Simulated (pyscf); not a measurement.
Four-centre exchange: Cl–Al(Cl)–Cl (SMILES [Cl][Al]([Cl])[Cl]) + H₂C=CH₂ (SMILES C=C) -> HCl (SMILES Cl) + H₂C=CH–Al(Cl)–Cl (SMILES C=[CH][Al]([Cl])[Cl])

Gas phase, singlet surface, charge 0. Bonds broken: Cl1–Al2, C5–H7. Bonds formed: Cl1–H7, Al2–C5. Optimised with ωB97X-D3(BJ)/def2-SVP in PySCF.

Transition state (Å):

```xyz
10

Cl     0.2599    -0.8750     1.8966
Al    -1.5182    -0.9434     0.3385
Cl    -1.7788    -2.9161    -0.3164
Cl    -3.1074     0.1021     1.2287
C     -0.3110     0.1939    -0.7913
C     -0.3376     1.5416    -0.7256
H      0.3047    -0.1510     0.6140
H      0.2295    -0.2542    -1.6378
H      0.1404     2.1867    -1.4749
H     -0.8479     2.0611     0.0968
```

One imaginary mode, 816i cm⁻¹; descent along it reached the two sides named, in the forms told below.

```
bond     change  reactant side (Å)  saddle  product side
-------  ------  -----------------  ------  ------------
Cl1–Al2  breaks              2.104   2.365         2.583
C5–H7    breaks              1.096   1.573           2.8
Cl1–H7    forms                3.0   1.474         1.292
Al2–C5    forms              2.516   2.007         1.938
```

Electronic energies relative to the separated reactants (kcal/mol):

```csv
level,barrier,reaction energy,reverse barrier
ωB97X-D3(BJ)/def2-TZVP,30.6,+33.9,-3.3
PBE/def2-TZVP,28.0,+32.6,-4.6
r²SCAN/def2-TZVP,28.6,+34.3,-5.7
B3LYP-D3(BJ)/def2-TZVP,31.0,+33.2,-2.2
PBE0-D3(BJ)/def2-TZVP,27.8,+32.9,-5.1
M06-2X/def2-TZVP,32.1,+33.6,-1.4
ωB97M-D3(BJ)/def2-TZVP,32.9,+33.2,-0.3
HF/def2-TZVP,51.9,+36.7,15.1
```

With ωB97M-D3(BJ)/def2-TZVP energies and thermal terms (ideal gas, 1 atm, RRHO with modes under 100 cm⁻¹ raised to 100, one conformer, R ln 2 for chiral ones without a mode under 150 cm⁻¹), in kcal/mol:

```csv
T (K),ΔH‡,ΔG‡,ΔH,ΔG
298,30.1,40.2,+31.6,+31.0
600,31.0,50.1,+32.4,+30.1
900,32.0,59.5,+33.0,+28.8
1200,32.9,68.6,+33.5,+27.3
```

On the reactant side the descent ends in a bound adduct, 17.1 kcal/mol under the separated species and 47.7 kcal/mol under the saddle at ωB97X-D3(BJ)/def2-TZVP. On the product side the descent ends in an adduct with a Al–Cl contact, 9.9 kcal/mol under the separated species and 6.6 kcal/mol under the saddle at ωB97X-D3(BJ)/def2-TZVP. At ωB97X-D3(BJ)/def2-TZVP, PBE, r²SCAN, B3LYP-D3(BJ), PBE0-D3(BJ), M06-2X, ωB97M-D3(BJ) the saddle lies under the separated products, which points to a path from their complex (located at ωB97X-D3(BJ) alone), and parting the products costs more than the saddle. What is counted as broken (Al–Cl) persists as a longer contact in the product adduct; parting that adduct is a step of its own. The same reactants have a lower exit, to Cl–CH₂–CH₂–Al(Cl)–Cl (barrier +10.6 kcal/mol at ωB97M-D3(BJ)/def2-TZVP, against +32.9 kcal/mol here). One saddle was located; it need not be the lowest between these sides.
